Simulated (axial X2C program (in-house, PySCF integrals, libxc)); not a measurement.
## Which molecule gave these maps?

PBE0 fields computed with an in-house all-electron X2C program for linear molecules (integrals from PySCF), without spin–orbit coupling, near the equilibrium distance, one atom at z = 0.

The maps cover the half plane through the axis: z from -2.4 to 4.2 Å along the bond, ρ from 0.15 to 2.25 Å away from it (steps of 0.3 Å, the bottom row nearest the axis).

log10 of the density in e/bohr³:

digits 0 to 9 span -4.05 to 1.07 evenly
```
00111222222222221111000
01122233333332222221100
11223333333333333222110
12233344444444443332211
12234445554444444433221
12334455555555555443221
22344556765555555543321
22344568986666875544321
```

Electron localisation function (collinear form, no current term, damped to 0 at low density):

digits 0 to 9 span 0.00 to 1.00 evenly
```
00012334333322221110000
00234555544433333321100
02456777655555555554210
13678888766666667776521
25788998766777778888752
36889983126787678999863
47899921512885018999874
57899808580780945999985
```

Axial spin density in 10⁻³ e/bohr³:

digits 0 to 9 span -8.48 to 8.48 evenly, values beyond are clipped
```
55555555555555555555555
55555555555555555555555
55555555556665555555555
55555556667766677665555
55556666789988899976555
55566777799999999997655
55567875579999999998655
55567875959999999999755
```

Task: Which molecule is it?
A. RbCl⁺
B. SiB⁻
C. AlCl⁻
D. LiSr⁺

Result: B. SiB⁻, with Si at z = 0 and B at z = 1.867 Å, state M_S = 1, Λ = 1 (beyond evenly filled blocks: σα, π+α, π+β, π-α), basis Si dyall-av3z [9s8p3d2f], B dyall-av3z [8s7p3d2f] (cores contracted in-house). One determinant describes the state; a PBE0 search over occupations chose it and may have missed a lower one. Other states lie close and PBE0, whose exact exchange favours high spin, may order them wrongly; the determinant shown need not be the ground state. The nearest other spin-free determinant of the search, M_S = 0, Λ = 1, lies 0.13 eV up at the distance of the search. The functionals have no current-density term, which raises determinants with orbital currents, atoms included. The highest occupied level of some functionals is positive through self-interaction error; at Hartree–Fock it is bound.
